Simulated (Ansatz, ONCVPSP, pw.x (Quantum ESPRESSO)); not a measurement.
# pw.x on fcc Sr: one setting changed

Potential: optimised norm-conserving Vanderbilt (ONCV), ONCVPSP 4.0.1, PBEsol; core [Ar] 3d10, reference 4s2 4p6 5s1.5 5p0.5; waves: 4s+5s: rc 2.30 bohr, ncon 5, nbas 10, qcut 5.5 1/bohr, 2 projectors; 4p+5p: rc 2.30 bohr, ncon 5, nbas 8, qcut 5.6 1/bohr, 2 projectors; d scattering state at 0.34 Ha: rc 2.20 bohr, ncon 5, nbas 10, qcut 3.7 1/bohr, 2 projectors, debl 0.8 Ha; local part: polynomial inside 1.50 bohr (lpopt 5, dvloc0 6 Ha); core correction: none. In the d channel the program set the typed energies aside and used 0.050, 0.850 Ha.

The reference run (k-mesh 10³, cutoffs 35/140 Ry, Fermi–Dirac 0.01 Ry, mixing_beta 0.4, conv_thr 1e-9, no spin) gives 0.01 GPa at 52.346 Å³/atom, where all-electron LAPW gives -0.00 GPa. This run, with its own iteration cap, changes ecutrho/ecutwfc to 2.

```
&control
  calculation='scf', prefix='x', pseudo_dir='./', outdir='./tmp', tstress=.true., disk_io='none'
/
&system
  ibrav=0, nat=1, ntyp=1, ecutwfc=35, ecutrho=70, nbnd=12,
  occupations='smearing', smearing='fd', degauss=0.01
/
&electrons
  conv_thr=1e-09, mixing_beta=0.4, electron_maxstep=70
/
ATOMIC_SPECIES
Sr 1.0 Sr.UPF
CELL_PARAMETERS angstrom
  0.00000000 2.96905221 2.96905221
  2.96905221 0.00000000 2.96905221
  2.96905221 2.96905221 0.00000000
ATOMIC_POSITIONS crystal
Sr 0.0000 0.0000 0.0000
K_POINTS automatic
10 10 10 0 0 0
```

```bash
pw.x < Sr.scf.in > Sr.scf.out
```

Task: How does the run end?

Result: It converges in 7 iterations; the free energy moves by -1.7 meV/atom and the pressure by +0.03 GPa. Below 4 the density is truncated and F is no longer variational, so a small shift in one case is no licence.

```
Message from routine set_cutoff:
     ecutrho < 4*ecutwfc, are you sure?
     Message from routine setup:
     using ibrav=0 with symmetry is DISCOURAGED, use correct ibrav instead
     lattice parameter (alat)  =       7.9347  a.u.
     unit-cell volume          =     353.2483 (a.u.)^3
     number of electrons       =        10.00
     number of Kohn-Sham states=           12
     kinetic-energy cutoff     =      35.0000  Ry
     charge density cutoff     =      70.0000  Ry
     scf convergence threshold =      1.0E-09
     Exchange-correlation= PBESOL
     number of k points=    47  Fermi-Dirac smearing, width (Ry)=  0.0100
     iteration #  1     ecut=    35.00 Ry     beta= 0.40
     total energy              =     -61.94146853 Ry
     estimated scf accuracy    <       0.00186547 Ry
     iteration #  2     ecut=    35.00 Ry     beta= 0.40
     total energy              =     -61.94146571 Ry
     estimated scf accuracy    <       0.00035932 Ry
     iteration #  3     ecut=    35.00 Ry     beta= 0.40
     total energy              =     -61.94151254 Ry
     estimated scf accuracy    <       0.00001815 Ry
     iteration #  4     ecut=    35.00 Ry     beta= 0.40
     total energy              =     -61.94151351 Ry
     estimated scf accuracy    <       0.00000013 Ry
     iteration #  5     ecut=    35.00 Ry     beta= 0.40
     total energy              =     -61.94151357 Ry
     estimated scf accuracy    <       0.00000004 Ry
     iteration #  6     ecut=    35.00 Ry     beta= 0.40
     total energy              =     -61.94151357 Ry
     estimated scf accuracy    <          3.5E-09 Ry
     iteration #  7     ecut=    35.00 Ry     beta= 0.40
     the Fermi energy is     5.3076 ev
!    total energy              =     -61.94151357 Ry
     estimated scf accuracy    <          6.8E-11 Ry
     smearing contrib. (-TS)   =      -0.00563419 Ry
     The total energy is F=E-TS. E is the sum of the following terms:
     one-electron contribution =     -26.53123628 Ry
     hartree contribution      =      13.91657394 Ry
     xc contribution           =      -8.46298424 Ry
     ewald contribution        =     -40.85823280 Ry
     convergence has been achieved in   7 iterations
          total   stress  (Ry/bohr**3)                   (kbar)     P=        0.44
     Message from routine punch:
     Nothing written, as per user request (disk_io='none')
```

The run took about 5.7 s on one core of a shared host (Intel(R) Xeon(R) Platinum 8375C CPU @ 2.90GHz, 128 threads, 992 GiB, load 84).
